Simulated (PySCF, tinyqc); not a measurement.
Worked calculation: coupled-perturbed Hartree-Fock on RHF in the sto-3g basis, for CH2, spin multiplicity 1. The lowest restricted solution is unstable here: a spin-polarised one lies 0.0320 hartree lower (PySCF). One step of it, computed by the program tinyqc.

Task: Response to a field: uncoupled start. Field along z; U_ai = -mu_ai / (e_a - e_i), alpha = -4 sum U_ai mu_ai.

orbital energies (hartree): MO1 -11.002788, MO2 -0.760557, MO3 -0.468250, MO4 -0.278280, MO5 0.237730, MO6 0.461764, MO7 0.595309

dipole integrals <a|z|i> (bohr):
```
,i1,i2,i3,i4
a5,0.000000,0.000000,0.000000,0.000000
a6,0.057386,-0.105972,0.000000,-0.340151
a7,0.000000,0.000000,-0.694866,0.000000
```

Give: uncoupled U; uncoupled polarisability.

Result:

uncoupled U:
```
,i1,i2,i3,i4
a5,0.0000,0.0000,0.0000,0.0000
a6,-0.0050,0.0867,0.0000,0.4596
a7,0.0000,0.0000,0.6533,0.0000
```

uncoupled polarisability = 2.4792 bohr^3
